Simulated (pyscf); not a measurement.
Elementary routes open to bromomethane (H₃C–Br) + H atom (H•) in the gas phase (doublet surface):
A. •H₂C–Br + hydrogen (H₂) (C–H broken; H–H formed)
B. methane (CH₄) + Br atom (Br•) (Br–C broken; C–H formed)
C. methyl (CH₃•) + hydrogen bromide (HBr) (Br–C broken; Br–H formed)

Optimised with ωB97X-D3(BJ)/def2-SVP in PySCF.

### Question
Rank the routes by free-energy barrier at 298 K, lowest first, for ωB97M-D3(BJ)/def2-TZVP energies (ideal gas, 1 atm, RRHO with modes under 100 cm⁻¹ raised to 100, one conformer, R ln 2 for chiral ones without a mode under 150 cm⁻¹).

### Answer
C (12.3 kcal/mol), A (15.9 kcal/mol), B (20.4 kcal/mol)

Route C is the fastest of these, ahead of the next by 3.6 kcal/mol. The most stable products are those of B (ΔG = -32.7 kcal/mol), whose barrier is 8.1 kcal/mol higher: the kinetic and the thermodynamic product differ. At 1200 K C is still the fastest. Only these routes are compared; each barrier is that of the saddle found, and lower ones may exist. Left out: orbital degeneracy and the spin-orbit lowering of Br, which is large for Br, Se, Te and I. Elements up to Kr have no core potential and no relativistic terms here.
